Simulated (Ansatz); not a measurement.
# BH₃ (triplet): wave-function methods side by side, aug-cc-pVDZ

Aim: climb from Hartree-Fock through coupled cluster and multireference methods for BH₃ (triplet) at one geometry and basis, and see what each rung misses.

Computed with Ansatz 0.2.0, Gaussian basis. Level: aug-cc-pVDZ, core rule «outside noble gas», up to 1 orbitals frozen.

Plan: UHF; CCSD(T) on ROHF; CCSD(T) on UHF; BCCD(T) on ROHF; CISD; CCSDT(Q) on ROHF; CCSDT(Q) on UHF; CASSCF and MRCISD+Q, 6 electrons in 7 orbitals; CASSCF and NEVPT2, 6 electrons in 7 orbitals.

16 further runs of the same task are left out: 2 for a known fault of the program, 4 that didn't finish, 10 set aside as unsound or not needed.

### 1 The geometry

The geometry is a PBE0/def2-TZVP stationary point (not a proven minimum) of the parent state, kept for this charge and spin.

4 atoms, charge 0, spin multiplicity 3.

Atoms are counted from 1 here; the program's logs count them from 0.

Bond lengths: B1–H2 1.276 Å, B1–H3 1.174 Å, B1–H4 1.276 Å. Angles: H2–B1–H3 145.8°, H2–B1–H4 68.5°, H3–B1–H4 145.8°.

### 2 UHF

The input, in.yaml:

```yaml
crystal:
  periodic: [false, false, false]
  atoms:
    - {symbol: B, position_ang: [0.000000, 0.000000, 0.068140]}
    - {symbol: H, position_ang: [0.000000, 0.717784, -0.986606]}
    - {symbol: H, position_ang: [0.000000, 0.000000, 1.242354]}
    - {symbol: H, position_ang: [0.000000, -0.717784, -0.986606]}
basis:
  gaussian: {orbitals: aug-cc-pVDZ}
magnetization: {spin_polarized: true, initial_magnetization: 2}
hamiltonian: {xc: hf}
output: {orbitals: {seedname: orbitals}}
```

On the command line:

```
$ ansatz run in.yaml --threads 1 --pin off --events-out ev --progress --plain --max-ram 2393MiB
```

The runs that follow: CCSD(T) on ROHF; CCSD(T) on UHF; BCCD(T) on ROHF; CISD; CCSDT(Q) on ROHF; CCSDT(Q) on UHF; CASSCF and MRCISD+Q, 6 electrons in 7 orbitals; CASSCF and NEVPT2, 6 electrons in 7 orbitals.

Q: Predict the results of all the runs planned. Wanted: UCCSDT(Q) below the RHF energy; RMP2 from UCCSDT(Q); UMP2 from UCCSDT(Q); RCCSD from UCCSDT(Q); RCCSD(T) from UCCSDT(Q); UCCSD(T) from UCCSDT(Q); RCCSDT(Q) from UCCSDT(Q); NEVPT2 valence from UCCSDT(Q); MRCISD+Q valence from UCCSDT(Q).

The runs gave:

```
                         quantity                                                                     value
   UCCSDT(Q) below the RHF energy                                                                -3.3229 eV
              RMP2 from UCCSDT(Q)                                                           +16.55 kcal/mol
              UMP2 from UCCSDT(Q)                                                           +16.77 kcal/mol
             RCCSD from UCCSDT(Q)                                                            +2.16 kcal/mol
          RCCSD(T) from UCCSDT(Q)                                                            +0.47 kcal/mol
          UCCSD(T) from UCCSDT(Q)                                                            +0.46 kcal/mol
         RCCSDT(Q) from UCCSDT(Q)                                                            +0.02 kcal/mol
    NEVPT2 valence from UCCSDT(Q)                                                           +12.78 kcal/mol
  MRCISD+Q valence from UCCSDT(Q)                                                            +0.20 kcal/mol
levels within 1 kcal/mol (43 meV)  RCCSD(T), UCCSD(T), BCCD(T), RCCSDT, UCCSDT, RCCSDT(Q), MRCISD+Q valence
                    T1 diagnostic                                                                     0.021
   effectively unpaired electrons                                                                      2.01
```

**Reading.** RCCSD(T) misses by +0.47 kcal/mol, 0.6 % of the correlation energy. One determinant dominates. Of the multireference levels listed MRCISD+Q valence comes nearest in total energy (+0.20 kcal/mol), which doesn't show that its space is the better one. These misses are within one basis, not against nature; the frozen cores of restricted and unrestricted runs differ, which can shift their rows.
